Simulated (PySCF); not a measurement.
Chlorine: a sound run and one with changed settings

Sound run: Cl [Ne] 3s2 3p5, Cl⁺ [Ne] 3s2 3p4. Calculation: PySCF 2.14, in def2-TZVP (5s5p2d1f, 37 functions); no relativity, point nucleus. In the sound run the correlated levels freeze [Ne]. The sound run starts from symmetry-adapted Hartree-Fock orbitals and uses a fine grid where one is needed.

Changed run: initial guess minao, at most 50 SCF cycles, level shift 0.5 hartree.

```
species   method  sound run (hartree)  changed run (hartree)  converged
     Cl      UHF           -459.47681             -459.47681        yes
     Cl     MN15           -460.05039             -460.05039        yes
     Cl    M06-L           -460.13830             -460.13830        yes
     Cl      MP2           -459.63212             -459.59253        yes
     Cl  CCSD(T)           -459.66200             -459.66200        yes
    Cl⁺      UHF           -459.04415             -459.04415        yes
    Cl⁺     MN15           -459.57059             -459.57059        yes
    Cl⁺    M06-L           -459.66428             -459.66428        yes
    Cl⁺      MP2           -459.16501             -459.13464        yes
    Cl⁺  CCSD(T)           -459.19499             -459.19499        yes
```

Ionisation energy of Cl:

```csv
method,sound run (eV),changed run (eV)
UHF,11.773,11.773
MN15,13.056,13.056
M06-L,12.899,12.899
MP2,12.711,12.460
SCS-MP2,12.707,12.464
CCSD,12.671,12.671
CCSD(T),12.708,12.708
```

A level shift leaves the converged SCF energy unchanged but raises the virtual orbital energies, which shrinks MP2 if it is not removed.

For comparison, NIST gives 12.968 eV between the lowest levels.
